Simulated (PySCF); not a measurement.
C4H4O.
Structure used (PBE0-D3(BJ)/def2-TZVP), in Å, numbered top down from 1:
```
atom  x, y, z in Å
C1     2.115    0.801   -0.148
C2     1.158    0.113    0.085
C3    -0.018   -0.700    0.357
C4    -1.329   -0.082   -0.029
O5     0.085   -1.791    0.860
H6     2.978    1.393   -0.345
H7    -1.461    0.865    0.501
H8    -1.329    0.148   -1.098
H9    -2.141   -0.765    0.211
```

Computed with PySCF at wB97X-D/pcSseg-2, non-relativistic, on one gas-phase PBE0-D3(BJ)/def2-TZVP geometry that isn't relaxed in the solvent. The solvent is an IEF-PCM continuum (van der Waals radii × 1.2). Specific hydrogen bonds and non-electrostatic terms are outside this model.

Gas phase at wB97X-D/pcSseg-2: HOMO -9.84 eV, LUMO 0.05 eV, dipole 3.16 D.

Problem. What does the continuum do to the energy, the frontier levels and the dipole at wB97X-D/pcSseg-2 in chloroform?

Solution. 
```
   solvent      ε  E(solvent) − E(gas) (kcal/mol)  polarisation term (kcal/mol)  distortion of the solute (kcal/mol)  HOMO (eV)  LUMO (eV)  dipole (D)
chloroform  4.711                           -4.49                         -5.13                                 0.64      -9.97       0.04        3.86
```

The polarisation term is half the interaction of the solute with the surface charges that it induces; the rest is the cost of distorting the solute's density. The sum is the electrostatic part of solvation alone.

Problem. Which radius a makes the point-dipole formula ΔE = −[(ε − 1)/(2ε + 1)]·μ²/a³ give the value in chloroform, with the gas-phase dipole?

Solution. μ = 1.242 au and |ΔE| = 0.00715 Eh give a = 2.25 Å; the farthest nucleus lies 3.31 Å from the centroid of the nuclei, so such a sphere wouldn't even hold the nuclei. The formula assumes a rigid point dipole at the centre of a sphere.

Problem. Give the dipole vector in the frame of the coordinates (D, pointing from negative to positive charge), gas and chloroform.

Solution. Gas (-0.31, 2.85, -1.32), solvent (-0.32, 3.50, -1.61). Its length changes by +22 % and its direction by less than 1°.

The pairwise dispersion term of wB97X-D wasn't added to the energies; at a given geometry it leaves orbitals and properties as they are.
